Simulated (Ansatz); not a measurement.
```xyz
10

C    -1.382   -0.175    1.535
C    -0.410   -0.063    0.468
C     0.386    0.043   -0.423
C     1.383    0.130   -1.478
F     0.827   -0.126   -2.691
F     1.916    1.378   -1.537
H    -1.177   -1.049    2.158
H    -2.391   -0.274    1.128
H    -1.357    0.712    2.172
H     2.205   -0.577   -1.332
```

Total charge 0; spin multiplicity 1.

**Question.** List the B3LYP/def2-TZVPP orbital energies in eV (the Gaussian-basis code of Ansatz). (Best estimate.)

**Answer.** The calculation gave: Occupied: -671.95, -671.95, -281.83, -277.82, -277.59, -277.08, -34.36, -32.74, -22.11, -20.76, -18.94, -15.84, -15.33, -15.15, -13.24, -12.34, -12.33, -11.80, -11.77, -11.19, -10.05, -8.03, -7.98. Lowest empty: 0.06, 0.19, 0.82, 1.83, 2.79, 2.92, 3.38, 3.84.

B3LYP here is the variant with VWN-RPA as its local correlation; programs differ in this.
